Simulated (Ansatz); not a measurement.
Cartesian coordinates (Å):
```xyz
5

C     -0.5655    -0.0245    -0.4058
C      0.8108     0.0352    -0.4393
O      1.9458     0.0843    -0.4670
H     -1.1410     0.8918    -0.5872
H     -1.0502    -0.9868    -0.1991
```
Charge +1, spin multiplicity 2.

Calculation: Ansatz (an electronic-structure program) with frozen-core CCSD(T)/cc-pVTZ // PBE-D3(BJ)/def2-TZVP.

The HF energy comes out as -151.47928 Ha and the MP2 correlation energy comes out as -0.49255 Ha.

### Question
Estimate the CCSD correlation energy, the (T) correction, the total energy and the T1 diagnostic.

### Answer

- CCSD correlation energy = -0.50809 Ha
- (T) correction = -0.02340 Ha
- CCSD(T) total energy = -152.01077 Ha
- T1 diagnostic = 0.023
